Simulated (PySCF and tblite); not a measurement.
CH₃NO, numbered as in [NH2:1][CH:2]=[O:3].

Level: PBE0-D3(BJ)/def2-TZVP//PBE0-D3(BJ)/def2-SVP, thermal terms from GFN2-xTB, symmetry numbers and mirror pairs counted. Conformers within 3 kcal/mol (GFN2-xTB free energy) were kept, 8 at most. GIAO shieldings: wB97X-D/pcSseg-2. Shifts are against TMS (¹H), TMS (¹³C), NH3 (¹⁵N) at the same level. (PySCF 2.14, tblite 0.8.)

Torsions listed: H1–N1–C2–O3.

```
conformer  shape  weight %  dipole D
        1   180°     100.0      3.97
```

Problem. How does the computed dipole moment compare with the measured one in the gas phase?

Solution. Computed: 3.97 D in the leading conformer, 3.97 D as root mean square over the ensemble. Measured: 3.73 D (NIST CCCBDB Release 22 (SRD 101), experimental dipoles).


¹⁵N shifts are against a computed isolated NH3 molecule, about 20 ppm from the liquid.